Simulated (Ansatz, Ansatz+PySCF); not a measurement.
```xyz
2

C     0.0000    0.0000   -0.5830
C     0.0000    0.0000    0.5830
```

UHF-MP2 on doublet C₂(-) was run in several spherical basis sets with Ansatz (development build ahead of 0.2.0). Frozen core: 2 orbitals. Caution: no diffuse functions for an anion. Caution for UHF-MP2: another reference gives a lower total; the determinant breaks the point group.

(1) Rank the basis sets by the total energy that they give, lowest first, with the distance from the lowest.
A. 6-31G(d)
B. def2-SVP
C. cc-pVTZ
D. cc-pVDZ
E. def2-TZVP

Answers

(1) E (0.00 eV), C (0.16 eV), D (2.34 eV), A (2.81 eV), B (4.22 eV).

Totals follow the description of the cores as much as that of the bonds, so this order isn't one of quality for chemistry.
